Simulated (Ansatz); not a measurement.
# One structure, 3 elements: Sb3P, Sb3As, BiSb3

Plane-wave DFT in Ansatz with scalar-relativistic PAW potentials, cutoff 420 eV, Γ-centred meshes chosen by cell and gap, Gaussian smearing with energies taken to zero width. Every cell was relaxed (cell and atoms) in a run of its own, within the symmetry of its start. Functional: PBE.

All members share space group Pm-3m and the same sites; only the element on one set of sites changes (P, As, Bi). Members needn't be the stable form of their composition. Energies over the elements, where given, are against the elements' standard states in the same functional (H₂, N₂, O₂ and halogens uncorrected, Hg as a solid). The first member:

Space group Pm-3m (No. 221). a = 4.608 Å, b = 4.608 Å, c = 4.608 Å, α = 90.00°, β = 90.00°, γ = 90.00°
```csv
atom,site,symmetry,x,y,z
Sb,3c,4/mm.m,0.0000,0.5000,0.5000
P,1a,m-3m,0.0000,0.0000,0.0000
```

| compound | V (Å³/atom) | a (Å) | energy over elements (eV/atom) |
| --- | --- | --- | --- |
| Sb3P | 24.46 | 4.608 | 0.517 |
| BiSb3 | 28.63 | 4.856 | 0.291 |

Q: Predict the member with As.

A: V (Å³/atom) 25.46, a (Å) 4.670, energy over elements (eV/atom) 0.390. Interpolating linearly in period between P and Bi would give 25.85 Å³/atom (1.5 % too large), with 0.441 eV/atom over the elements. Over the whole series the volume grows at each step down the group; all are metallic on the mesh; none is bound against its elements in this structure, and Bi comes closest.

Spin-orbit coupling is left out, which matters for the bands of heavy elements. For Tl, Pb and Bi spin-orbit coupling shifts energies too.